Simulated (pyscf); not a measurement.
Single points on ωB97X-D3(BJ)/def2-SVP structures (PySCF, gas phase).

SMILES: [SiH3]P[SiH3]
```xyz
10

Si    -1.9072    -1.4669    -1.9036
P     -0.2824     0.0481    -2.2547
Si    -0.0234     0.5891    -0.0871
H     -1.5673    -2.4420    -0.8262
H     -2.1680    -2.2083    -3.1698
H     -3.1342    -0.7185    -1.5066
H      0.7800    -0.9008    -2.2826
H      1.1826     1.4518     0.0621
H      0.1172    -0.6061     0.7956
H     -1.2339     1.3546     0.3275
```
Charge 0, spin multiplicity 1.

List the bond dissociation enthalpies at 298 K of H₃Si–PH–SiH₃ from ωB97M-D3(BJ)/def2-TZVP, from the weakest bond up.

P–Si to SiH₃• + H₃Si–PH•: 306.1 kJ/mol; H–P to H₃Si–P•–SiH₃ + H•: 339.9 kJ/mol; H–Si to •H₂Si–PH–SiH₃ + H•: 374.0 kJ/mol. Ring and multiple bonds, and those that leave no two simple radicals, are not listed. •H₂Si–PH–SiH₃ lies 34.9 kJ/mol over its isomer H₃Si–P•–SiH₃ (electronic energy, ωB97M-D3(BJ)). Other isomers of H₃Si–PH•, H₃Si–P•–SiH₃ were not searched in full and may lie lower.
